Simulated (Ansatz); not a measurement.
Ideal-gas functions of C2H4O2S (`O=C(S)CO`) at 400 K and 1 bar, from an Ansatz frequency run at PBE0-D4/def2-TZVP.

Molar mass 92.12 g/mol, point group Cs (symmetry number 1), electronic degeneracy 1, moments of inertia 53.42, 203.822, 254.077 u Å². Harmonic wavenumbers (cm⁻¹, unscaled): 66, 242, 335, 350, 366, 475, 515, 795, 858, 995, 1061, 1162, 1251, 1302, 1437, 1480, 1792, 2718, 3013, 3042, 3738.

Use S(trans) = R[1.5 ln M + 2.5 ln T − 1.1517]; rotational temperatures θ = 24.2544 K / I; S(rot) = R[ln(√π/σ · √(T³/θAθBθC)) + 1.5]; for each mode x = 1.438777 ν̃/T, S = R[x/(eˣ − 1) − ln(1 − e⁻ˣ)] and H = RT x/(eˣ − 1); 1 cm⁻¹ = 0.0119627 kJ/mol; R = 8.31446 J/(mol·K).

**Question.** By hand: the entropy, in J/(mol·K).

**Answer.** Translation 171.4. Rotation: θ = 0.454, 0.119, 0.0955 K, giving 113.9. Vibration, mode by mode: 20.29, 9.73, 7.25, 6.93, 6.60, 4.80, 4.28, 1.94, 1.62, 1.09, 0.90, 0.67, 0.51, 0.44, 0.29, 0.26, 0.10, 0.01, 0.00, 0.00, 0.00, in all 67.7. Electronic 0.0. Sum 353.0 J/(mol·K).

**Question.** By hand: H − E and G − E in kJ/mol, counted from the electronic energy.

**Answer.** Zero-point energy ½ × 26993 × 0.0119627 = 161.5; thermal vibration 14.9; translation, rotation and pV give 4 RT = 13.3. H − E = 189.7 kJ/mol, and G − E = 189.7 − 400 × 353.0/1000 = 48.5 kJ/mol.

Vibration gives 19 % of the entropy, 20.3 J/(mol·K) of it from the mode under 150 cm⁻¹: soft modes count most, and the harmonic formula is weakest for them. The sum counts one conformer and one mirror image; others add a mixing term.
